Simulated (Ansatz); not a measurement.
# SiH₄ (triplet): from Hartree-Fock to the top rungs, cc-pVDZ

Aim: climb from Hartree-Fock through coupled cluster and multireference methods for SiH₄ (triplet) at one geometry and basis, and see what each rung misses.

Program: Ansatz 0.2.0, Gaussian basis. Level of theory: cc-pVDZ, core rule «outside noble gas», up to 5 orbitals frozen. These are calculated values, not measurements.

Plan: UHF; CCSD(T) on ROHF; CCSD(T) on UHF; BCCD(T) on ROHF; CISD; CCSDT(Q) on ROHF; CCSDT(Q) on UHF; CISDTQ; CCSDTQ on ROHF; CCSDTQ on UHF; CASSCF and MRCISD+Q, 8 electrons in 8 orbitals; CASSCF and NEVPT2, 8 electrons in 8 orbitals; Full CI.

6 further runs of the same task are left out: 1 that didn't finish, 5 set aside as unsound or not needed.

### Step 1. The geometry

The geometry is a PBE0/def2-TZVP stationary point (not a proven minimum).

5 atoms, charge 0, spin multiplicity 3.

Atoms are counted from 1 here; the program's logs count them from 0.

Bond lengths: Si1–H2 1.529 Å, Si1–H3 1.529 Å, Si1–H4 1.529 Å, Si1–H5 1.529 Å. Angles: H2–Si1–H3 90.0°, H2–Si1–H4 90.0°, H2–Si1–H5 180.0°, H3–Si1–H4 180.0°, H3–Si1–H5 90.0°, H4–Si1–H5 90.0°.

### Step 2. UHF

The input, in.yaml:

```yaml
crystal:
  periodic: [false, false, false]
  atoms:
    - {symbol: Si, position_ang: [0.000000, 0.000000, 0.000000]}
    - {symbol: H, position_ang: [-0.011525, 1.085107, 1.077576]}
    - {symbol: H, position_ang: [-0.016497, -1.077632, 1.084987]}
    - {symbol: H, position_ang: [0.016497, 1.077632, -1.084987]}
    - {symbol: H, position_ang: [0.011525, -1.085107, -1.077576]}
basis:
  gaussian: {orbitals: cc-pVDZ}
magnetization: {spin_polarized: true, initial_magnetization: 2}
hamiltonian: {xc: hf}
output: {orbitals: {seedname: orbitals}}
```

The run is started by

```console
ansatz run in.yaml --threads 1 --pin off --events-out ev --progress --plain --max-ram 3328MiB --backend cpu
```

Further steps of the session: CCSD(T) on ROHF; CCSD(T) on UHF; BCCD(T) on ROHF; CISD; CCSDT(Q) on ROHF; CCSDT(Q) on UHF; CISDTQ; CCSDTQ on ROHF; CCSDTQ on UHF; CASSCF and MRCISD+Q, 8 electrons in 8 orbitals; CASSCF and NEVPT2, 8 electrons in 8 orbitals; Full CI.

Q: Predict the results of all the runs planned. Wanted: FCI below the RHF energy; RMP2 from FCI; UMP2 from FCI; RCCSD from FCI; RCCSD(T) from FCI; UCCSD(T) from FCI; RCCSDT(Q) from FCI; UCCSDT(Q) from FCI; NEVPT2 valence from FCI.

As calculated:

```
                         quantity                                                                                                          value
         FCI below the RHF energy                                                                                                     -4.5088 eV
                    RMP2 from FCI                                                                                                +22.85 kcal/mol
                    UMP2 from FCI                                                                                                +23.68 kcal/mol
                   RCCSD from FCI                                                                                                 +3.45 kcal/mol
                RCCSD(T) from FCI                                                                                                 +0.76 kcal/mol
                UCCSD(T) from FCI                                                                                                 +0.79 kcal/mol
               RCCSDT(Q) from FCI                                                                                                 +0.02 kcal/mol
               UCCSDT(Q) from FCI                                                                                                 +0.01 kcal/mol
          NEVPT2 valence from FCI                                                                                                +16.73 kcal/mol
        MRCISD+Q valence from FCI                                                                                                 -0.03 kcal/mol
levels within 1 kcal/mol (43 meV)  RCCSD(T), UCCSD(T), BCCD(T), RCCSDT, UCCSDT, CISDTQ, RCCSDT(Q), UCCSDT(Q), RCCSDTQ, UCCSDTQ, MRCISD+Q valence
                    T1 diagnostic                                                                                                          0.018
   effectively unpaired electrons                                                                                                           2.05
```

**Reading.** RCCSD(T) lands +0.76 kcal/mol from the yardstick (0.7 % of the correlation energy). One determinant dominates. Of the multireference levels listed MRCISD+Q valence comes nearest in total energy (-0.03 kcal/mol), which doesn't show that its space is the better one. These misses are within one basis, not against nature; the frozen cores of restricted and unrestricted runs differ, which can shift their rows.
